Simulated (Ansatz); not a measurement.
Consider the isomerisation: `C=C=CC` → `CC1=CC1`.

Computed with Ansatz on PBE0-D4/def2-TZVP structures; ΔE is electronic, products minus reactants. CCSD(T)/CBS is the MP2 limit (def2-TZVPP, def2-QZVPP) plus CCSD(T) − MP2 in def2-TZVPP, frozen cores. Functionals use def2-TZVPP.

`C=C=CC`:

Cartesian coordinates in Å:
```
C -0.674 0.706 1.857
C -0.346 0.547 0.608
C -0.016 0.383 -0.640
C 0.597 -0.860 -1.207
H -1.663 0.442 2.218
H 0.029 1.112 2.578
H -0.197 1.209 -1.326
H -0.034 -1.278 -1.996
H 0.735 -1.619 -0.437
H 1.571 -0.641 -1.655
```

`CC1=CC1`:

```xyz
10

C     0.786    0.464   -1.158
C    -0.126    0.077   -0.077
C    -1.288    0.058    0.479
C    -0.204   -0.656    1.228
H     0.274    1.042   -1.930
H     1.615    1.060   -0.763
H     1.229   -0.424   -1.620
H    -2.330    0.331    0.476
H     0.222   -0.205    2.127
H    -0.179   -1.747    1.237
```

```json
{"species": "`C=C=CC`", "ωB97M-V energy (Eh)": "-155.94794"}
{"species": "`CC1=CC1`", "ωB97M-V energy (Eh)": "-155.91944"}
```

Work out ΔE.

ΔE = (-155.91944) − (-155.94794) = 0.02850 Eh = +0.78 eV. CCSD(T)/CBS gives +0.80 eV.

Largest T1 diagnostic among the species: 0.011.

From BLYP to BHLYP (50 % exact exchange), in def2-TZVPP and without D4, ΔE moves by −0.13 eV. At CCSD(T), def2-SVP lies −0.08 eV from the extrapolated value and def2-TZVPP +0.01 eV.
